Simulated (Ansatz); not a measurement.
Species: C2H2, charge 1, multiplicity 2. 
Geometry from a B3LYP-D3(BJ)/def2-TZVP (Ansatz, a quantum-chemistry and plane-wave program) optimisation:
```xyz
4

C      0.0000     0.0000    -0.6217
C      0.0000     0.0000     0.6217
H      0.0000     0.0000     1.7012
H      0.0000     0.0000    -1.7012
```
Charge +1, spin multiplicity 2.

Total electronic energies in hartree. Valence correlation only, unless marked. UHF or UKS for open shells. No spin-orbit coupling. Non-relativistic. CBS marks a two-point X^-3 extrapolation of the correlation energy; Hartree-Fock from the larger set.

```csv
level,program,energy (Eh)
BLYP-D3(BJ)/def2-TZVPD,Ansatz + dftd3,[?]
r2SCAN-D4/def2-TZVPD,Ansatz + dftd4,[?]
B3LYP-D3(BJ)/def2-TZVPD,Ansatz + dftd3,-76.95340
RI-MP2/cc-pVTZ,Ansatz,-76.73780
SCS-MP2/aug-cc-pVTZ,Ansatz,-76.74476
CCSD/6-31G,Ansatz,-76.59468
CCSD/cc-pVDZ,Ansatz,-76.69731
CCSD(T)/def2-QZVPP,Ansatz,-76.79204
"CCSD(T)/CBS(def2-TZVPPD,def2-QZVPPD)",Ansatz,-76.8024
```

**Question.** Fill in the missing entries.

**Answer.** 
- BLYP-D3(BJ)/def2-TZVPD, energy (Eh): -76.92637
- r2SCAN-D4/def2-TZVPD, energy (Eh): -76.89756
